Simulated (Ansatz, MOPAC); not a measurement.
Molecule: C4H7 (charge 0, doublet). SMILES: C1[CH]CC1

Atoms: C1, C2, C3, C4, H5, H6, H7, H8, H9, H10, H11. Bonds: C1-C3, C1-C4, C1-H5, C2-C3, C2-C4, C2-H6, C2-H7, C3-H8, C3-H9, C4-H10, C4-H11.

Bond lengths (Å) and angles (degrees) optimised at AM1 with MOPAC; PM3 with MOPAC; PBE/6-31G* with Ansatz (an electronic-structure program); B3LYP/6-31G* with Ansatz, each started from the B3LYP-D3(BJ)/def2-TZVP structure (Ansatz) of the last column. A row stands for all coordinates that are equal there; 10 of 14 kinds are shown. 6-31G* holds six Cartesian d functions. No wavenumbers were computed at PBE/6-31G*, so these may be saddle points.

| coordinate | AM1 | PM3 | PBE/6-31G* | B3LYP/6-31G* | B3LYP-D3(BJ)/def2-TZVP |
|---|---|---|---|---|---|
| C1-C3 | 1.494 | 1.491 | 1.502 | 1.503 | 1.498 |
| C1-H5 | 1.075 | 1.078 | 1.095 | 1.086 | 1.081 |
| C2-C3 | 1.554 | 1.553 | 1.566 | 1.565 | 1.561 |
| C2-H6 | 1.109 | 1.099 | 1.102 | 1.094 | 1.089 |
| C3-H8 | 1.112 | 1.101 | 1.110 | 1.101 | 1.096 |
| C3-C1-C4 | 93.6 | 93.6 | 94.7 | 94.6 | 94.5 |
| C1-C3-C2 | 88.7 | 88.8 | 87.7 | 87.8 | 87.9 |
| C3-C2-C4 | 89.0 | 88.8 | 89.8 | 89.8 | 89.6 |
| C3-C1-H5 | 133.2 | 133.2 | 132.6 | 132.7 | 132.7 |
| C1-C3-H8 | 114.4 | 114.7 | 116.1 | 116.0 | 115.8 |

Mean signed difference of all 11 bond lengths from B3LYP-D3(BJ)/def2-TZVP: AM1 0.007 Å, PM3 0.001 Å, PBE/6-31G* 0.010 Å, B3LYP/6-31G* 0.005 Å.
